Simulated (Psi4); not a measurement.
**doublet BPH3F−: levels of theory compared**

We compute a comparison of 3 runs (UHF/STO-3G, UHF/3-21G, UDSD-PBEP86/def2-SVPD) of doublet BPH3F−. 

The calculation is run with Psi4 1.11.

3 further runs of the same task are left out: 1 that didn't finish, 2 set aside as unsound or not needed.

## Step 1: Starting point

BPH3F− has 6 atoms, charge -1, and is taken as a doublet. As SMILES of the parent species, `FBP`. The shape is that of a GFN2-xTB optimisation. This is one conformer, not always the lowest. That shape belongs to the parent species and isn't relaxed for this state.

Bond lengths: F1–B2 1.315 Å, B2–P3 1.888 Å, B2–H4 1.174 Å, P3–H5 1.380 Å, P3–H6 1.381 Å. Angles: F1–B2–P3 119.3°, F1–B2–H4 116.7°, P3–B2–H4 123.7°, B2–P3–H5 98.2°, B2–P3–H6 98.4°, H5–P3–H6 95.7°.

## Step 2: Energy and forces at UHF/STO-3G (run 1)

Input file bfh3p.py:

```python
import psi4

psi4.set_memory(1600000000)
psi4.set_num_threads(1)
psi4.core.set_output_file('psi4.out', False)

mol = psi4.geometry("""
-1 2
F     -1.238930    -1.193530     0.673800
B     -0.166900    -0.827020     0.005390
P      0.654190     0.824070     0.409390
H      0.286690    -1.614800    -0.737810
H      0.951110     1.217450    -0.879180
H     -0.486160     1.593830     0.528400
symmetry c1
no_reorient
no_com
""")

options = {'basis': 'STO-3G', 'reference': 'uhf', 'puream': True, 'e_convergence': 1e-09, 'd_convergence': 1e-08, 'scf_type': 'pk', 'maxiter': 200}
psi4.set_options(options)

E, wfn = psi4.gradient('hf', molecule=mol, return_wfn=True)
psi4.oeprop(wfn, 'QUADRUPOLE', 'WIBERG_LOWDIN_INDICES', 'MULLIKEN_CHARGES', title='HF')
print('gradient / Eh bohr^-1')
print(E.np.round(6))
print(f'energy = {wfn.energy():.10f} Eh')
```

Started as:

```bash
python bfh3p.py
```

psi4.out:

```text
[...]
  Running in c1 symmetry.
[...]
  Nuclear repulsion =   89.428122497960914
[...]
  Multiplicity = 2
[...]
  Nalpha       = 17
  Nbeta        = 16
[...]
    Number of basis functions: 22
[...]
   @UHF iter   1:  -460.83974051229677   -1.78072e+00   8.73937e-03 DIIS/ADIIS
[...]
   @UHF iter  13:  -460.88168479028036   -6.82121e-13   4.36237e-09 DIIS
[...]
   @S^2 Observed:                7.618184576E-01
[...]
  @UHF Final Energy:  -460.88168479028036
   => Energetics <=
    Nuclear Repulsion Energy =             89.4281224979609135
    One-Electron Energy =                -830.7009829893358983
    Two-Electron Energy =                 280.3911757010946530
    Total Energy =                       -460.8816847902803602
  UHF NO Occupations:
  HONO-2 :   15  A 1.9990647
  HONO-1 :   16  A 1.9959803
[...]
  -Total Gradient:
     Atom            X                  Y                   Z
    ------   -----------------  -----------------  -----------------
       1        0.074952147797     0.025038768313    -0.052513537917
       2       -0.052857946158    -0.000132542535     0.059560418552
       3       -0.019355018266    -0.004237661685    -0.012958250117
       4       -0.008425729661    -0.007064719393    -0.004212414051
       5        0.002638815345    -0.007537731727     0.005070547112
       6        0.003047730945    -0.006066112970     0.005053236419
[...]
 Multipole Moments:
 ------------------------------------------------------------------------------------
     Multipole            Electronic (a.u.)      Nuclear  (a.u.)        Total (a.u.)
 ------------------------------------------------------------------------------------
 L = 1.  Multiply by 2.5417464519 to convert [e a0] to [Debye]
 Dipole X            :          2.8278378           -2.6841292            0.1437086
 Dipole Y            :          3.3970820           -2.4931913            0.9038907
 Dipole Z            :        -21.3374948           21.0579930           -0.2795018
 Magnitude           :                                                    0.9569701
 L = 2.  Multiply by 1.3450342976 to convert [e a0^2] to [Debye ang]
 Quadrupole XX       :        -97.5406667           77.1222417          -20.4184250
 Quadrupole XY       :        -80.8793839           78.5814603           -2.2979236
[...]
```

The script printed:

```text
gradient / Eh bohr^-1
[[ 0.074952  0.025039 -0.052514]
 [-0.052858 -0.000133  0.05956 ]
 [-0.019355 -0.004238 -0.012958]
 [-0.008426 -0.007065 -0.004212]
 [ 0.002639 -0.007538  0.005071]
 [ 0.003048 -0.006066  0.005053]]
energy = -460.8816847903 Eh
```

Wall time 3.3 s (1 thread of Intel Xeon Platinum 8259CL at 2.50GHz (Skylake/Cascade Lake), shared host); peak memory 0.18 GiB.

## Step 3: The energy at UHF/3-21G (run 2)

Input file bfh3p.json:

```json
{
  "schema_name": "qcschema_input",
  "schema_version": 1,
  "molecule": {
    "schema_name": "qcschema_molecule",
    "schema_version": 2,
    "symbols": ["F", "B", "P", "H", "H", "H"],
    "geometry": [-2.34123839, -2.25544482, 1.27329746, -0.31539529, -1.5628413, 0.01018562, 1.23623993, 1.55726661, 0.77363498, 0.54176558, -3.05152975, -1.39425883, 1.79733741, 2.30064707, -1.66140941, -0.91870925, 3.01190219, 0.99853128],
    "molecular_charge": -1,
    "molecular_multiplicity": 2,
    "fix_symmetry": "c1",
    "fix_com": true,
    "fix_orientation": true
  },
  "driver": "energy",
  "model": {
    "method": "scf",
    "basis": "3-21G"
  },
  "keywords": {
    "reference": "uhf",
    "puream": true,
    "e_convergence": 1e-09,
    "d_convergence": 1e-08,
    "scf_type": "pk",
    "maxiter": 200
  }
}
```

Started as:

```bash
psi4 --qcschema bfh3p.json -n 1 --memory 1600MB
```

stdout:

```text
[...]
  Running in c1 symmetry.
[...]
  Nuclear repulsion =   89.428122536243592
[...]
  Multiplicity = 2
[...]
  Nalpha       = 17
  Nbeta        = 16
[...]
    Number of basis functions: 37
[...]
   @UHF iter   1:  -464.07529539521568   -5.55160e-01   8.65940e-03 DIIS/ADIIS
[...]
   @UHF iter  14:  -464.14384513659769   -3.52429e-12   8.78062e-09 DIIS
[...]
   @S^2 Observed:                7.623260379E-01
[...]
    Orbital Energies [Eh]
    ---------------------
    Alpha Occupied:
       1A    -79.139461     2A    -25.889251     3A     -7.310356
       4A     -7.216886     5A     -5.101834     6A     -5.100610
       7A     -5.098503     8A     -1.335827     9A     -0.663802
      10A     -0.501594    11A     -0.430233    12A     -0.421186
      13A     -0.353984    14A     -0.316416    15A     -0.217063
      16A     -0.158799    17A      0.042173
    Alpha Virtual:
      18A      0.386205    19A      0.435716    20A      0.490832
      21A      0.562130    22A      0.645912    23A      0.817545
      24A      0.829395    25A      0.844614    26A      0.885605
[...]
  @UHF Final Energy:  -464.14384513659769
   => Energetics <=
    Nuclear Repulsion Energy =             89.4281225362435919
    One-Electron Energy =                -828.8593238042815301
    Two-Electron Energy =                 275.2873561314402764
    Total Energy =                       -464.1438451365976903
  UHF NO Occupations:
  HONO-2 :   15  A 1.9990385
  HONO-1 :   16  A 1.9961141
[...]
 Multipole Moments:
 ------------------------------------------------------------------------------------
     Multipole            Electronic (a.u.)      Nuclear  (a.u.)        Total (a.u.)
 ------------------------------------------------------------------------------------
 L = 1.  Multiply by 2.5417464519 to convert [e a0] to [Debye]
 Dipole X            :          2.6489143           -2.6841293           -0.0352150
 Dipole Y            :          3.1951289           -2.4931912            0.7019377
 Dipole Z            :        -21.6306665           21.0579930           -0.5726735
 Magnitude           :                                                    0.9065934
[...]
```

The result, in JSON:

```text
{
 "driver": "energy",
 "model": {
  "method": "scf",
  "basis": "3-21G"
 },
 "success": true,
 "return_result": -464.1438451365977,
 "properties": {
  "calcinfo_nbasis": 37,
  "calcinfo_nmo": 37,
  "calcinfo_nalpha": 17,
  "calcinfo_nbeta": 16,
  "calcinfo_natom": 6,
  "nuclear_repulsion_energy": 89.42812253624359,
  "return_energy": -464.1438451365977,
  "scf_one_electron_energy": -828.8593238042815,
  "scf_two_electron_energy": 275.2873561314403,
  "scf_dipole_moment": [-0.0352149924023486, 0.701937711020844, -0.5726734909440268],
  "scf_total_energy": -464.1438451365977,
  "scf_iterations": 14
 }
}
```

Wall time 3.3 s (1 thread of Intel Xeon Platinum 8259CL at 2.50GHz (Skylake/Cascade Lake), shared host); peak memory 0.18 GiB.

## Step 4: A single-point energy at UDSD-PBEP86/def2-SVPD (density fitting for correlation) (run 3)

Input file run.py:

```python
import psi4

psi4.set_memory(1600000000)
psi4.set_num_threads(1)
psi4.core.set_output_file('bfh3p.out', False)

geom = psi4.geometry("""
-1 2
F     -1.238930    -1.193530     0.673800
B     -0.166900    -0.827020     0.005390
P      0.654190     0.824070     0.409390
H      0.286690    -1.614800    -0.737810
H      0.951110     1.217450    -0.879180
H     -0.486160     1.593830     0.528400
units angstrom
symmetry c1
""")

psi4.set_options({
    'basis': 'def2-SVPD',
    'reference': 'uks',
    'puream': True,
    'e_convergence': 1e-09,
    'd_convergence': 1e-08,
    'scf_type': 'pk',
    'dft_radial_points': 99,
    'dft_spherical_points': 590,
    'num_frozen_docc': 7,
    'maxiter': 200,
})

energy_value = psi4.energy("DSD-PBEP86", molecule=geom)
print(f'DSD-PBEP86 energy: {energy_value:.10f} Eh')
for k, v in sorted(psi4.core.scalar_variables().items()):
    print(f'{k:45s} {v:18.10f}')
```

Started as:

```bash
python run.py
```

bfh3p.out:

```text
[...]
  Running in c1 symmetry.
[...]
  Nuclear repulsion =   89.428122497960914
[...]
  Multiplicity = 2
[...]
  Nalpha       = 17
  Nbeta        = 16
[...]
    Number of basis functions: 91
[...]
   @UKS iter   1:  -466.77826735229911   -4.08861e-01   4.73655e-03 DIIS/ADIIS
[...]
   @UKS iter  17:  -466.90020920629644   -1.91562e-11   9.17256e-09 DIIS
[...]
   @S^2 Observed:                7.597748339E-01
[...]
    Orbital Energies [Eh]
    ---------------------
    Alpha Occupied:
       1A    -78.690955     2A    -25.500396     3A     -7.079363
       4A     -6.942603     5A     -4.931627     6A     -4.929989
       7A     -4.927556     8A     -1.228110     9A     -0.587745
      10A     -0.474603    11A     -0.395352    12A     -0.395065
      13A     -0.316789    14A     -0.281745    15A     -0.195580
      16A     -0.136595    17A      0.050257
    Alpha Virtual:
      18A      0.209790    19A      0.261275    20A      0.284243
      21A      0.291385    22A      0.308554    23A      0.326966
      24A      0.339397    25A      0.349397    26A      0.364467
[...]
  @UKS Final Energy:  -466.90020920629644
   => Energetics <=
    Nuclear Repulsion Energy =             89.4281224979609135
    One-Electron Energy =                -830.8984975272878728
    Two-Electron Energy =                 285.6936644177451399
    DFT Exchange-Correlation Energy =     -11.1234985947146026
    Empirical Dispersion Energy =           0.0000000000000000
    VV10 Nonlocal Energy =                  0.0000000000000000
    Total Energy =                       -466.9002092062964380
[...]
 Multipole Moments:
 ------------------------------------------------------------------------------------
     Multipole            Electronic (a.u.)      Nuclear  (a.u.)        Total (a.u.)
 ------------------------------------------------------------------------------------
 L = 1.  Multiply by 2.5417464519 to convert [e a0] to [Debye]
 Dipole X            :         -1.7568097            1.4303349           -0.3264748
 Dipole Y            :         -1.7581765            2.2777050            0.5195284
 Dipole Z            :          2.2916425           -2.0361758            0.2554667
 Magnitude           :                                                    0.6646494
[...]
```

Standard output:

```text
DSD-PBEP86 energy: -467.1246176514 Eh
CURRENT ENERGY                                   -467.1246176514
CURRENT REFERENCE ENERGY                         -466.9002092063
DD SOLVATION ENERGY                                 0.0000000000
DFT FUNCTIONAL TOTAL ENERGY                      -466.9002092063
DFT TOTAL ENERGY                                 -467.1246176514
DFT VV10 ENERGY                                     0.0000000000
DFT XC ENERGY                                     -11.1234985947
DOUBLE-HYBRID CORRECTION ENERGY                    -0.2244084451
DSD-PBEP86 DOUBLE-HYBRID CORRECTION ENERGY         -0.2244084451
DSD-PBEP86 TOTAL ENERGY                          -467.1246176514
GRID ELECTRONS ALPHA                               17.0000005162
GRID ELECTRONS BETA                                15.9999999141
GRID ELECTRONS TOTAL                               33.0000004303
NUCLEAR REPULSION ENERGY                           89.4281224980
ONE-ELECTRON ENERGY                              -830.8984975273
PCM POLARIZATION ENERGY                             0.0000000000
PE ENERGY                                           0.0000000000
SCF ITERATION ENERGY                             -466.9002092063
SCF ITERATIONS                                     17.0000000000
SCF TOTAL ENERGY                                 -466.9002092063
TWO-ELECTRON ENERGY                               285.6936644177
XC GRID RADIAL POINTS                              99.0000000000
XC GRID SPHERICAL POINTS                          590.0000000000
XC GRID TOTAL POINTS                           337716.0000000000
```

It took 49 s on 1 thread of Intel Xeon Platinum 8259CL at 2.50GHz (Skylake/Cascade Lake), shared host; peak memory 0.76 GiB.

## Step 5: The series

| run | level | task | frozen core orbitals | energy (Eh) | HOMO energy (eV) | LUMO energy (eV) | ⟨S²⟩ | wall time |
| --- | --- | --- | --- | --- | --- | --- | --- | --- |
| 1 | UHF/STO-3G | gradient | 0 | -460.881685 | 5.38 | 19.69 | 0.762 | 3.3 s |
| 2 | UHF/3-21G | energy | 0 | -464.143845 | 1.15 | 10.51 | 0.762 | 3.3 s |
| 3 | UDSD-PBEP86/def2-SVPD (density fitting for correlation) | energy | 7 | -467.124618 | 1.37 | 5.71 | 0.760 | 49 s |

## Step 6: Results

| quantity | value |
| --- | --- |
| run 3: total energy | -467.12462 Eh |
| run 3: HOMO energy (SCF part's orbitals) (highest over α and β) | 1.37 eV |
| run 3: LUMO energy (SCF part's orbitals) (lowest over α and β) | 5.71 eV |
| run 3: ⟨S²⟩ | 0.760 |

What this shows: In runs 1, 2, 3 the HOMO lies above zero, so the outermost electron may be held by the basis alone. In run 1 the basis is minimal, so the values are rough. All runs together took 55 s, the longest 49 s.
